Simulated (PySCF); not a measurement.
**Electric field gradients and quadrupole coupling constants**

Species: C₅H₁₀O.
Cartesian coordinates in Å at the PBE0-D3(BJ)/def2-SVP level; atoms count from 1:
```xyz
16
C5H10O angstrom
C      2.4789    0.6633   -0.2393
C      1.3032   -0.2725   -0.1004
O      0.1713    0.4760    0.2629
C     -0.9723   -0.2830    0.4025
C     -1.7765   -0.6203   -0.8200
C     -2.2630    0.4128    0.1636
H      2.6614    1.1937    0.7071
H      3.3889    0.1077   -0.5093
H      2.2837    1.4152   -1.0182
H      1.5120   -1.0462    0.6670
H      1.1159   -0.8125   -1.0502
H     -0.9276   -1.0349    1.2053
H     -2.2842   -1.5870   -0.8725
H     -1.3898   -0.2502   -1.7735
H     -3.1142    0.1774    0.8072
H     -2.1875    1.4604   -0.1380
```

Field gradients from the PBE0/pcSseg-1 density (PySCF, non-relativistic), principal values in atomic units, ordered |Vxx| ≤ |Vyy| ≤ |Vzz|:

```json
{"atom": "O3", "Vxx": "0.0037", "Vyy": "1.9543", "Vzz": "-1.9580"}
```

**Question.** Find the asymmetry η = (Vxx − Vyy)/Vzz and the couplings χ = eQV/h (234.96 MHz × Q in barn × V in au), with Q(17O) = −0.0256 b.

**Answer.** 
| atom | environment | nucleus | η | χzz (MHz) | χxx (MHz) | χyy (MHz) |
| --- | --- | --- | --- | --- | --- | --- |
| O3 | ether oxygen | 17O | 1.00 | 11.78 | -0.02 | -11.76 |

At O3 η is above 0.9: Vyy and Vzz are nearly equal in size and opposite in sign, so a small change could swap them and flip the sign of χzz. 

**Question.** What is Vzz at O3 in SI units (1 au = 9.71736 × 10²¹ V/m²)?

**Answer.** -1.9580 au = -19.026 × 10²¹ V/m².

**Question.** What couplings would deuterons (Q(2H) = 0.00286 b) have in place of the hydrogens, at this geometry?

**Answer.** 
```csv
atom,bonded to,bond length (Å),Vzz (au),η,χzz (kHz)
H7,C1,1.100,0.2916,0.03,196
H8,C1,1.100,0.2934,0.03,197
H9,C1,1.100,0.2921,0.03,196
H10,C2,1.110,0.2668,0.08,179
H11,C2,1.109,0.2678,0.07,180
H12,C4,1.101,0.2860,0.13,192
H13,C5,1.093,0.3073,0.08,207
H14,C5,1.093,0.3069,0.08,206
H15,C6,1.093,0.3074,0.07,207
H16,C6,1.093,0.3061,0.08,206
```

The structure is a single PBE0-D3(BJ)/def2-SVP conformer in the gas phase; no vibrational or solvent corrections. With a basis this small, the couplings can be 20 % off.

These values come from a run that also computed NMR shieldings. Hardware: one thread, Arm Neoverse V1 (aarch64), shared host with 32 logical CPUs at a one-minute load of 18. Cost: 14 s wall, 0.88 GiB resident at most.
